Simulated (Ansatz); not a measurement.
Two structures of Si$_{2}$NH$_{9}$, singlet, reached by relaxing down either side of one saddle point (PBE0-D4/def2-TZVP). Energies are electronic, without zero-point energy. Ansatz 0.2.0; basis: def2-TZVPP and def2-QZVPP; cores frozen in the correlated methods. Extrapolation: Hartree–Fock as exp(−7.88 √X), correlation as X^−2.97. First:

```xyz
12
angstrom
Si -1.6427 -0.0431 0.8538
N -0.4832 -1.2379 1.2824
H -2.9793 -0.6919 0.8599
H -1.7152 1.1515 1.7478
H -1.3208 0.4543 -0.5103
H 1.0848 -0.6612 -1.9088
Si 1.6588 0.6471 -1.5101
H 0.4987 -1.0182 1.2304
H -0.6717 -1.8555 2.0554
H 1.6740 0.7455 -0.0259
H 3.0535 0.7550 -2.0093
H 0.8433 1.7545 -2.0655
```

Second:

```xyz
12
angstrom
Si -1.2566 0.9386 -0.0213
N 0.3834 -1.5199 0.9512
H -2.0988 -0.2512 -0.3173
H -1.1110 1.0728 1.4530
H -2.0098 2.1365 -0.4973
H 1.2000 -2.0120 0.6098
Si 0.8258 0.7867 -1.0698
H 0.5558 -1.2806 1.9198
H -0.3924 -2.1705 0.9319
H 1.9352 0.8560 -0.0816
H 0.9474 -0.4724 -1.8518
H 1.0212 1.9163 -2.0268
```

Problem. Which bonds change from the first to the second?

Solution. SiNH₅ ([NH2][SiH3]) + SiH₄ → Si₂H₆ ([SiH3][SiH3]) + NH₃; bonds formed: Si1–Si7, N2–H6; bonds broken: Si1–N2, H6–Si7.

Problem. Give the saddle point's structure and its height above each. (To be estimated.)

Solution. The calculation gives: 2.232 eV above the first and 1.906 eV above the second (CCSD(T) at an estimated basis limit (MP2 extrapolated from triple and quadruple zeta, plus CCSD(T) − MP2 in triple zeta)).
Si1  (-1.224, 0.270, 0.521)
N2  (-0.077, -1.072, 1.135)
H3  (-1.820, -0.068, -0.783)
H4  (-2.289, 0.039, 1.554)
H5  (-0.713, 1.633, 0.749)
H6  (0.664, -0.845, 0.352)
Si7  (1.188, 0.502, -1.309)
H8  (0.287, -0.915, 2.073)
H9  (-0.461, -2.014, 1.079)
H10  (2.358, 1.356, -0.896)
H11  (1.760, -0.361, -2.403)
H12  (0.326, 1.475, -2.072)
(Å)

The T1 diagnostic stays at or below 0.013.

Labels in which every atom is bracketed show which atoms are joined, not bond orders.

For scale, one of the runs: CCSD(T)/def2-TZVPP, 241 basis functions, launched by `ansatz run in.yaml --threads 4 --pin off --events-out ev --progress --plain --max-ram 9574MiB`. Hardware: 4 CPU threads of an Arm Neoverse V2, shared host. Wall time 57 s; peak host memory 4.3 GiB.
